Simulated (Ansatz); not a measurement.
**CH₅AlS: vertical ionisation energy**

An exercise on one series of results from a longer session: the logs are not shown, and one member is left open.

Computed with Ansatz 0.2.0, Gaussian basis. Level: unrestricted cation, the program's frozen cores in correlated methods.

Levels to be run: UKS PBE-D4/def2-TZVPP; UKS r2SCAN-D4/def2-TZVPP; UKS PBE0-D4/def2-TZVPP; UKS B3LYP-D4/def2-TZVPP; UKS wB97X-V/def2-TZVPP; UKS wB97M-V/def2-TZVPP; UKS B2PLYP/def2-TZVPP; UHF-CCSD(T)/def2-TZVPP; UHF-MP2/def2-QZVPP; extrapolation to the limit; then −ε(HOMO) from the neutral's earlier runs with LDA (SPW92), PBE-D4, revPBE-D4, BLYP-D4, r2SCAN-D4, B97M-V, PBE0-D4, B3LYP-D4, r2SCANh-D4, r2SCAN0-D4, HSE06-D4, BHLYP-D4, CAM-B3LYP-D4, LC-ωPBE, ωB97X-V, ωB97M-V.

## Structure used throughout

An earlier PBE0-D4 in a triple-zeta def2 set relaxation fixed the geometry.

8 atoms, charge 0, spin multiplicity 1.

Atoms are counted from 1 here; the program's logs count them from 0.

Bond lengths: Al1–C2 1.957 Å, Al1–S3 2.479 Å, Al1–H4 1.586 Å, Al1–H5 1.584 Å, C2–S3 1.857 Å, C2–H6 1.087 Å, C2–H7 1.090 Å, S3–H8 1.344 Å. Angles: C2–Al1–S3 47.7°, C2–Al1–H4 117.5°, C2–Al1–H5 117.9°, S3–Al1–H4 106.9°, S3–Al1–H5 111.5°, H4–Al1–H5 124.5°, Al1–C2–S3 81.0°, Al1–C2–H6 126.7°, Al1–C2–H7 117.4°, S3–C2–H6 109.9°, S3–C2–H7 104.8°, H6–C2–H7 109.9°, Al1–S3–C2 51.3°, Al1–S3–H8 88.9°, C2–S3–H8 97.3°.

Coordinates:

```xyz
8
charge 0, multiplicity 1
Al   -0.7112    0.4529   -0.8035
C     0.5525    0.4058    0.6906
S     0.9384   -1.2449   -0.0679
H    -2.1513   -0.1683   -0.5659
H    -0.2522    1.1672   -2.1402
H     0.3093    0.2823    1.7424
H     1.4716    0.9822    0.5873
H    -0.0650   -1.9342    0.5012
```

Set-up of the first run:

Input file in.yaml:

```yaml
crystal:
  periodic: [false, false, false]
  atoms:
    - {symbol: Al, position_ang: [-0.711239, 0.452925, -0.803461]}
    - {symbol: C, position_ang: [0.552543, 0.405804, 0.690596]}
    - {symbol: S, position_ang: [0.938436, -1.244904, -0.067859]}
    - {symbol: H, position_ang: [-2.151297, -0.168302, -0.565934]}
    - {symbol: H, position_ang: [-0.252233, 1.167188, -2.140188]}
    - {symbol: H, position_ang: [0.309293, 0.282254, 1.742425]}
    - {symbol: H, position_ang: [1.471650, 0.982221, 0.587305]}
    - {symbol: H, position_ang: [-0.064953, -1.934185, 0.501215]}
basis:
  gaussian: {orbitals: def2-TZVPP}
total_charge: 1
magnetization: {spin_polarized: true, initial_magnetization: 1}
hamiltonian: {xc: pbe, dispersion: d4}
```

Launch:

```sh
> ansatz run in.yaml --threads 2 --pin off --events-out ev --progress --plain --max-ram 4352MiB
```

Steps of the session up to this table: Cation, UKS PBE-D4/def2-TZVPP; Cation, UKS r2SCAN-D4/def2-TZVPP; Cation, UKS PBE0-D4/def2-TZVPP; Cation, UKS B3LYP-D4/def2-TZVPP; Cation, UKS wB97X-V/def2-TZVPP; Cation, UKS wB97M-V/def2-TZVPP; Cation, UKS B2PLYP (frozen core)/def2-TZVPP; Cation, UHF-CCSD(T)/def2-TZVPP; Cation, UHF-MP2/def2-QZVPP.

One table of the session follows, with a row left open; its other results are not shown here.

It belongs to the step «Ionisation energies side by side». For comparison, −ε(HOMO) of the neutral from earlier runs:

```
  functional  −ε(HOMO) (eV)
 LDA (SPW92)           6.15
      PBE-D4           6.03
   revPBE-D4           5.98
     BLYP-D4           5.88
   r2SCAN-D4           6.26
      B97M-V              ?
     PBE0-D4           7.18
    B3LYP-D4           6.97
  r2SCANh-D4           6.69
  r2SCAN0-D4           7.34
    HSE06-D4           6.79
    BHLYP-D4           8.23
CAM-B3LYP-D4           8.49
     LC-ωPBE           9.84
     ωB97X-V           9.49
     ωB97M-V           9.34
```

**Question.** Estimate the row for B97M-V.

As computed: −ε(HOMO) (eV): 6.35. In the column «−ε(HOMO) (eV)» it lies between r2SCAN-D4 (6.26) and r2SCANh-D4 (6.69).
